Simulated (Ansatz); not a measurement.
Ansatz (a first-principles code) input (wB97M-V/def2-TZVPD):

Ansatz 0.2 input:
```yaml
crystal:
  periodic: [false, false, false]
  atoms:
    - {symbol: C, position_ang: [0.01091998, 0.21658882, 0.95978002]}
    - {symbol: C, position_ang: [-0.00015083, 0.23216616, -0.35161891]}
    - {symbol: F, position_ang: [0.00546660, -0.79615711, 1.78204925]}
    - {symbol: F, position_ang: [0.00746909, 1.34330003, -1.06320299]}
    - {symbol: F, position_ang: [-0.02011512, -0.84631291, -1.12428700]}
basis:
  gaussian:
    orbitals: def2-TZVPD
hamiltonian:
  xc: {name: wB97M-V}
magnetization: {spin_polarized: true, initial_magnetization: 1}
output: {forces: true}
```

Output:

```
Functional definition: wB97M-V
integrals: 0.12 GiB planned
939 factors; their error is unknown
integrals: 0.16 GiB planned
250 factors; integrals over basis functions are off by at most 2.6e-5 eV
mean field: 1.51 GiB planned
mean field evaluation 1: about -10220.9290 eV, gradient 2.1e1 eV
mean field evaluation 2: about -10221.4962 eV, gradient 1.9e1 eV
mean field evaluation 4: about -10222.4378 eV, gradient 9.3e-1 eV
mean field evaluation 8: about -10222.4532 eV, gradient 1.2e-1 eV
mean field evaluation 16: about -10222.4667 eV, gradient 1.2e-3 eV
mean field -10222.46670551 eV, -375.6687223906 hartree, gradient 5.9e-5 eV, S^2 0.760732; 1 other end points of the search recorded, 0 dependent functions left out
the calculation of the forces begins
reference -10222.46677146 eV, -375.6687248144 hartree; 20, 19 occupied and 174, 175 virtual orbitals, 939 factors
Total energy: -10222.46677146 eV, -375.6687248144 hartree
Atom 0 at     0.010920     0.216589     0.959780 Å, force    -0.001718    -0.060035    -0.113639 eV/Å
Atom 1 at    -0.000151     0.232166    -0.351619 Å, force     0.000360    -0.028665     0.083190 eV/Å
Atom 2 at     0.005467    -0.796157     1.782049 Å, force     0.000077     0.077199    -0.102104 eV/Å
Atom 3 at     0.007469     1.343300    -1.063203 Å, force    -0.001077    -0.120797     0.048369 eV/Å
Atom 4 at    -0.020115    -0.846313    -1.124287 Å, force     0.002358     0.132298     0.084185 eV/Å
Dipole moment:     0.000884     0.011989     0.085726 e Å
```

It need not be the lowest isomer of its formula.
